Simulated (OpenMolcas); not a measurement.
**A workflow on BH2O (SMILES [BH]O)**

We compute a single-point energy (ROHF/ANO-RCC-MB), then a single-point energy (CASSCF(3,3)/ANO-RCC-VDZP), then an energy scan (CASPT2(3,3)/ANO-RCC-VDZP), then the energy along one coordinate (SC-NEVPT2(3,3)/ANO-RCC-VDZP), then an energy scan (MC-PDFT[tPBE](3,3)/ANO-RCC-VDZP) of BH2O. 

Program for the calculation: OpenMolcas 26.06.

## (1) The system as given

BH2O has 4 atoms, charge 0, and is taken as a doublet. SMILES: `[BH]O`. Geometry: relaxed at PBE0-D4/def2-TZVP.

Bond lengths: B1–O2 1.333 Å, B1–H3 1.201 Å, O2–H4 0.961 Å. Angles: B1–O2–H4 114.6°, O2–B1–H3 121.0°.

## (2) A single-point energy at ROHF/ANO-RCC-MB (DKH2) (run 1)

File coord.xyz:

```xyz
4

B     -0.006100    -0.485500     0.388300
O      0.119700     0.544500    -0.448600
H     -1.064200    -1.032400     0.540300
H      1.006100     0.913200    -0.500300
```

File step1.input:

```
* BH2O Hartree-Fock
&GATEWAY
Coord
coord.xyz
Basis
ANO-RCC-MB
Group
NoSym
&SEWARD
&SCF
UHF
Spin
2
PrOrbitals
0
&RASSCF
FileOrb
$Project.UnaOrb
Spin
2
Nactel
1 0 0
Inactive
7
Ras2
1
OutOrbitals
Canonical
OrbListing
Nothing
```

On the command line:

```sh
$ export MOLCAS_MEM=1860
$ pymolcas step1.input > step1.log
```

Standard output:

```text
--- Start Module: gateway ---
[...]
--- Stop Module: gateway /rc=_RC_ALL_IS_WELL_ ---
[...]
      Basis functions           12
[...]
--- Start Module: scf ---
[...]
       Convergence after  11 Iterations
[...]
::    Total SCF energy                               -100.6382714078
[...]
      Total spin, S                                     0.5011315451
[...]
--- Stop Module: scf /rc=_RC_ALL_IS_WELL_ ---
[...]
--- Start Module: rasscf ---
[...]
      Number of active orbitals                  1
[...]
      Spin quantum number                      0.5
[...]
      Active orbitals                            1
[...]
      Number of CSFs                             1
[...]
      Number of root(s) required                 1
[...]
      Convergence after  7 iterations
[...]
      printout of CI-coefficients larger than  0.05 for root  1
      energy=    -100.637949
      conf/sym  1     Coeff  Weight
             1  u   1.00000 1.00000
      Natural orbitals and occupation numbers for root  1
      sym 1:   1.000000
      ************************************************************************************************************************
      *                                                    Final results                                                     *
[...]
::    RASSCF root number  1 Total energy:   -100.63794857
[...]
      Total electronic charge=   15.000000
      Total            charge=   -0.000000
[...]
      Dipole Moment (debye):
      Origin of the operator (angstrom)=    0.0616    0.1118   -0.0986
                   X=  1.7941E+00               Y=  3.6073E-01               Z=  2.2261E-01           Total=  1.8435E+00
      Quadrupole Moment (debye*angstrom):
[...]
--- Stop Module: rasscf /rc=_RC_ALL_IS_WELL_ ---
[...]
```

It took 3.9 s on 1 thread of Intel Xeon Platinum 8259CL at 2.50GHz (Skylake/Cascade Lake), shared host; peak memory 0.38 GiB.

## (3) The energy at CASSCF(3,3)/ANO-RCC-VDZP (DKH2) (run 2)

coord.xyz is that of step 2.

File step2.input:

```
&GATEWAY
  Coord
  coord.xyz
  Basis
  ANO-RCC-MB
  Group
  NoSym

&SEWARD

&RASSCF
  FileOrb
  $CurrDir/step1.RasOrb
  Alter
  1
  1 9 11
  Spin
  2
  Nactel
  3 0 0
  Inactive
  6
  Ras2
  3
  OrbListing
  Nothing
>>> COPY $Project.RunFile RUNFIL1
>>> COPY $Project.RasOrb INPORB

&GATEWAY
  Coord
  coord.xyz
  Basis
  ANO-RCC-VDZP
  Group
  NoSym

&SEWARD
>>> COPY $Project.RunFile RUNFIL2

&EXPBAS

&RASSCF
  FileOrb
  $Project.ExpOrb
  Spin
  2
  Nactel
  3 0 0
  Inactive
  6
  Ras2
  3
  OrbListing
  Nothing
  OrbAppear
  Compact
```

On the command line:

```sh
$ export MOLCAS_MEM=1860
$ pymolcas step2.input > step2.log
```

Standard output:

```text
--- Start Module: gateway ---
[...]
--- Stop Module: gateway /rc=_RC_ALL_IS_WELL_ ---
[...]
      Basis functions           12
[...]
      Number of active orbitals                  3
[...]
      Spin quantum number                      0.5
[...]
      Active orbitals                            3
[...]
      Number of CSFs                             8
[...]
      Number of root(s) required                 1
[...]
      Convergence after 10 iterations
[...]
      printout of CI-coefficients larger than  0.05 for root  1
      energy=    -100.649921
      conf/sym  111     Coeff  Weight
             1  2u0   0.99591 0.99184
             8  0u2   0.07911 0.00626
      Natural orbitals and occupation numbers for root  1
      sym 1:   1.984469   1.000339   0.015192
      ************************************************************************************************************************
      *                                                    Final results                                                     *
[...]
::    RASSCF root number  1 Total energy:   -100.64992082
[...]
      Basis functions           38
[...]
--- Start Module: expbas ---
[...]
--- Stop Module: expbas /rc=_RC_ALL_IS_WELL_ ---
--- Start Module: rasscf ---
[...]
      Convergence after 15 iterations
[...]
      Natural orbitals and occupation numbers for root  1
      sym 1:   1.984169   1.000150   0.015682
      ************************************************************************************************************************
      *                                                    Final results                                                     *
[...]
::    RASSCF root number  1 Total energy:   -100.79636137
[...]
      Total electronic charge=   15.000000
      Total            charge=   -0.000000
[...]
      Dipole Moment (debye):
      Origin of the operator (angstrom)=    0.0616    0.1118   -0.0986
                   X=  1.1611E+00               Y=  4.4951E-01               Z= -3.9392E-02           Total=  1.2457E+00
      Quadrupole Moment (debye*angstrom):
[...]
--- Stop Module: rasscf /rc=_RC_ALL_IS_WELL_ ---
[...]
```

It took 7.2 s on 1 thread of Intel Xeon Platinum 8259CL at 2.50GHz (Skylake/Cascade Lake), shared host; peak memory 0.38 GiB.

## (4) The energy along one coordinate at CASPT2(3,3)/ANO-RCC-VDZP (DKH2, ipea shift 0.25 Eh, pt2 variant SS) (run 3)

File step3.input:

```
* BH2O CASPT2
>>> EXPORT MOLCAS_PRINT=2
>>> COPY $CurrDir/step2.RasOrb $Project.RasOrb
>>> ForEach K in (1, 2, 3, 4, 5, 6, 7, 8, 9)

&GATEWAY
  Coord=$CurrDir/point$K.xyz
  Basis=ANO-RCC-VDZP
  Group=NoSym

&SEWARD

&RASSCF
  FileOrb=$Project.RasOrb
  Spin=2
  Nactel=3 0 0
  Inactive=6
  Ras2=3
  OrbListing=Nothing
  OrbAppear=Compact

&CASPT2
  Imaginary=0.2
  Frozen=2
>>> EndDo
```

On the command line:

```sh
$ export MOLCAS_MEM=1860
$ pymolcas step3.input > step3.log
```

Standard output:

```text
--- Start Module: gateway ---
[...]
--- Stop Module: gateway /rc=_RC_ALL_IS_WELL_ ---
[...]
      Basis functions           38
[...]
      Number of active orbitals                  3
[...]
      Spin quantum number                      0.5
[...]
      Active orbitals                            3
[...]
      Number of CSFs                             8
[...]
      Number of root(s) required                 1
[...]
      Convergence after 10 iterations
[...]
      printout of CI-coefficients larger than  0.05 for root  1
      energy=    -100.786765
      conf/sym  111     Coeff  Weight
             1  2u0   0.99710 0.99421
             8  0u2   0.06928 0.00480
      Natural orbitals and occupation numbers for root  1
      sym 1:   1.988880   1.000106   0.011014
      ************************************************************************************************************************
      *                                                    Final results                                                     *
[...]
::    RASSCF root number  1 Total energy:   -100.78676509
[...]
      E2 (Variational):          -0.2504155422
[...]
::    CASPT2 Root  1     Total energy:   -101.03718063
[...]
      Convergence after 10 iterations
[...]
      Natural orbitals and occupation numbers for root  1
      sym 1:   1.984157   1.000151   0.015692
      ************************************************************************************************************************
      *                                                    Final results                                                     *
[...]
      Convergence after 11 iterations
[...]
      Natural orbitals and occupation numbers for root  1
      sym 1:   1.894120   1.001027   0.104853
      ************************************************************************************************************************
      *                                                    Final results                                                     *
[...]
      Convergence after 11 iterations
[...]
      Natural orbitals and occupation numbers for root  1
      sym 1:   1.904022   1.000331   0.095647
      ************************************************************************************************************************
      *                                                    Final results                                                     *
[...]
      Convergence after 12 iterations
[...]
      Natural orbitals and occupation numbers for root  1
      sym 1:   1.921509   1.000210   0.078281
      ************************************************************************************************************************
      *                                                    Final results                                                     *
[...]
::    RASSCF root number  1 Total energy:   -100.70947017
[...]
::    CASPT2 Root  1     Total energy:   -100.95271435
[...]
--- Start Module: rasscf ---
[...]
      Convergence after  9 iterations
[...]
      Natural orbitals and occupation numbers for root  1
      sym 1:   1.922013   1.000009   0.077979
      ************************************************************************************************************************
      *                                                    Final results                                                     *
[...]
::    RASSCF root number  1 Total energy:   -100.71088974
[...]
      Total electronic charge=   15.000000
      Total            charge=   -0.000000
[...]
      E2 (Variational):          -0.2423456293
      Total energy:            -100.9532353653
[...]
      Reference weight:           0.92919
[...]
::    CASPT2 Root  1     Total energy:   -100.95323537
[...]
```

Run time: 37 s. Hardware: 1 thread of Intel Xeon Platinum 8259CL at 2.50GHz (Skylake/Cascade Lake), shared host; peak memory 0.39 GiB.

The scan, from its lowest point:

```
H3–B1 (Å)  energy (kJ/mol)
    1.081             23.0
    1.201              0.0
    1.321             11.1
    1.501             57.3
    1.741            132.1
    2.041            204.9
    2.401            240.5
    2.882            244.7
    3.602            243.4
```

## (5) The energy along one coordinate at SC-NEVPT2(3,3)/ANO-RCC-VDZP (DKH2, pt2 variant SC-NEVPT2) (run 4)

File step4.input:

```
>>> COPY $CurrDir/step2.RasOrb $Project.RasOrb
>>> ForEach K in (1, 2, 3, 4, 5, 6, 7, 8, 9)

&GATEWAY
 Coord = $CurrDir/point$K.xyz
 Basis = ANO-RCC-VDZP
 Group = NoSym

&SEWARD

&RASSCF
 FileOrb = $Project.RasOrb
 Spin = 2
 Nactel = 3 0 0
 Inactive = 6
 Ras2 = 3
 OrbListing = Nothing
 OrbAppear = Compact

&CASPT2
 SC-NEVPT2
 Frozen = 2
>>> EndDo
```

On the command line:

```sh
$ export MOLCAS_MEM=1860
$ pymolcas step4.input > step4.log
```

Standard output:

```text
--- Start Module: gateway ---
[...]
--- Stop Module: gateway /rc=_RC_ALL_IS_WELL_ ---
[...]
      Basis functions           38
[...]
      Number of active orbitals                  3
[...]
      Spin quantum number                      0.5
[...]
      Active orbitals                            3
[...]
      Number of CSFs                             8
[...]
      Number of root(s) required                 1
[...]
      Convergence after 10 iterations
[...]
      printout of CI-coefficients larger than  0.05 for root  1
      energy=    -100.786765
      conf/sym  111     Coeff  Weight
             1  2u0   0.99710 0.99421
             8  0u2   0.06928 0.00480
      Natural orbitals and occupation numbers for root  1
      sym 1:   1.988880   1.000106   0.011014
      ************************************************************************************************************************
      *                                                    Final results                                                     *
[...]
::    RASSCF root number  1 Total energy:   -100.78676509
[...]
      E2 (Variational):          -0.2455813243
[...]
::    SC-NEVPT2 Root  1     Total energy:   -101.03190619
[...]
      Convergence after 10 iterations
[...]
      Natural orbitals and occupation numbers for root  1
      sym 1:   1.984157   1.000151   0.015692
      ************************************************************************************************************************
      *                                                    Final results                                                     *
[...]
      Convergence after 11 iterations
[...]
      Natural orbitals and occupation numbers for root  1
      sym 1:   1.894120   1.001027   0.104853
      ************************************************************************************************************************
      *                                                    Final results                                                     *
[...]
      Convergence after 11 iterations
[...]
      Natural orbitals and occupation numbers for root  1
      sym 1:   1.904022   1.000331   0.095647
      ************************************************************************************************************************
      *                                                    Final results                                                     *
[...]
      Convergence after 12 iterations
[...]
      Natural orbitals and occupation numbers for root  1
      sym 1:   1.921509   1.000210   0.078281
      ************************************************************************************************************************
      *                                                    Final results                                                     *
[...]
::    RASSCF root number  1 Total energy:   -100.70947017
[...]
::    SC-NEVPT2 Root  1     Total energy:   -100.94779111
[...]
      Convergence after  9 iterations
[...]
      Natural orbitals and occupation numbers for root  1
      sym 1:   1.922013   1.000009   0.077979
      ************************************************************************************************************************
      *                                                    Final results                                                     *
[...]
::    RASSCF root number  1 Total energy:   -100.71088974
[...]
      Total electronic charge=   15.000000
      Total            charge=   -0.000000
[...]
      E2 (Variational):          -0.2375064897
      Total energy:            -100.9483962258
[...]
      Reference weight:           0.93247
[...]
::    SC-NEVPT2 Root  1     Total energy:   -100.94839623
[...]
```

Run time: 37 s. Hardware: 1 thread of Intel Xeon Platinum 8259CL at 2.50GHz (Skylake/Cascade Lake), shared host; peak memory 0.38 GiB.

The scan, from its lowest point:

```csv
H3–B1 (Å),energy (kJ/mol)
1.081,23.6
1.201,0.0
1.321,10.6
1.501,56.5
1.741,131.0
2.041,203.8
2.401,240.1
2.882,244.5
3.602,242.9
```

## (6) The energy along one coordinate at MC-PDFT[tPBE](3,3)/ANO-RCC-VDZP (DKH2) (run 5)

File step5.input:

```
* BH2O MC-PDFT
>>> COPY $CurrDir/step2.RasOrb $Project.RasOrb
>>> ForEach K in (1, 2, 3, 4, 5, 6, 7, 8, 9)

&GATEWAY
  COORD=$CurrDir/point$K.xyz
  BASIS=ANO-RCC-VDZP
  GROUP=NoSym

&SEWARD

&RASSCF
  FILEORB=$Project.RasOrb
  SPIN=2
  NACTEL=3 0 0
  INACTIVE=6
  RAS2=3
  ORBLISTING=Nothing
  ORBAPPEAR=Compact

&MCPDFT
  KSDFT=T:PBE
>>> EndDo
```

On the command line:

```sh
$ export MOLCAS_MEM=1860
$ pymolcas step5.input > step5.log
```

Standard output:

```text
[...]
      Basis functions           38
[...]
      Number of active orbitals                  3
[...]
      Spin quantum number                      0.5
[...]
      Active orbitals                            3
[...]
      Number of CSFs                             8
[...]
      Number of root(s) required                 1
[...]
      Convergence after 10 iterations
[...]
      printout of CI-coefficients larger than  0.05 for root  1
      energy=    -100.786765
      conf/sym  111     Coeff  Weight
             1  2u0   0.99710 0.99421
             8  0u2   0.06928 0.00480
      Natural orbitals and occupation numbers for root  1
      sym 1:   1.988880   1.000106   0.011014
      ************************************************************************************************************************
      *                                                    Final results                                                     *
[...]
::    RASSCF root number  1 Total energy:   -100.78676509
[...]
::    MCPDFT root number  1 Total energy:   -101.18097821
[...]
      Convergence after 10 iterations
[...]
      Natural orbitals and occupation numbers for root  1
      sym 1:   1.984157   1.000151   0.015692
      ************************************************************************************************************************
      *                                                    Final results                                                     *
[...]
      Convergence after 11 iterations
[...]
      Natural orbitals and occupation numbers for root  1
      sym 1:   1.894120   1.001027   0.104853
      ************************************************************************************************************************
      *                                                    Final results                                                     *
[...]
      Convergence after 11 iterations
[...]
      Natural orbitals and occupation numbers for root  1
      sym 1:   1.904022   1.000331   0.095647
      ************************************************************************************************************************
      *                                                    Final results                                                     *
[...]
      Convergence after 12 iterations
[...]
      Natural orbitals and occupation numbers for root  1
      sym 1:   1.921509   1.000210   0.078281
      ************************************************************************************************************************
      *                                                    Final results                                                     *
[...]
::    RASSCF root number  1 Total energy:   -100.70947017
[...]
::    MCPDFT root number  1 Total energy:   -101.09308541
[...]
      Convergence after  9 iterations
[...]
      Natural orbitals and occupation numbers for root  1
      sym 1:   1.922013   1.000009   0.077979
      ************************************************************************************************************************
      *                                                    Final results                                                     *
[...]
::    RASSCF root number  1 Total energy:   -100.71088974
[...]
      Total electronic charge=   15.000000
      Total            charge=   -0.000000
[...]
      Dipole Moment (debye):
      Origin of the operator (angstrom)=    2.1042    1.1675   -0.3920
                   X=  1.7381E+00               Y=  1.5190E+00               Z= -7.7681E-01           Total=  2.4355E+00
      Quadrupole Moment (debye*angstrom):
[...]
::    MCPDFT root number  1 Total energy:   -101.09422469
[...]
```

Wall time 41 s (1 thread of Intel Xeon Platinum 8259CL at 2.50GHz (Skylake/Cascade Lake), shared host); peak memory 0.38 GiB.

The scan, from its lowest point:

| H3–B1 (Å) | energy (kJ/mol) |
| --- | --- |
| 1.081 | 22.9 |
| 1.201 | 0.0 |
| 1.321 | 10.7 |
| 1.501 | 56.2 |
| 1.741 | 131.6 |
| 2.041 | 208.6 |
| 2.401 | 249.3 |
| 2.882 | 253.6 |
| 3.602 | 250.6 |

## (7) Results

| quantity | value |
| --- | --- |
| run 1, ROHF/ANO-RCC-MB: total energy | -100.63795 Eh |
| run 1, ROHF/ANO-RCC-MB: dipole moment | 1.84 D |
| run 2, CASSCF(3,3)/ANO-RCC-VDZP: total energy | -100.79636 Eh |
| run 2, CASSCF(3,3)/ANO-RCC-VDZP: dipole moment (CASSCF density) | 1.25 D |
| run 3, CASPT2(3,3)/ANO-RCC-VDZP: lowest energy of the scan | -101.04593 Eh |
| run 4, SC-NEVPT2(3,3)/ANO-RCC-VDZP: lowest energy of the scan | -101.04091 Eh |
| run 5, MC-PDFT[tPBE](3,3)/ANO-RCC-VDZP: lowest energy of the scan | -101.18968 Eh |

**Reading.** Mulliken charges (run 2, CASSCF(3,3)/ANO-RCC-VDZP) run from -0.24 on O2 to +0.25 on B1; they depend strongly on the basis.
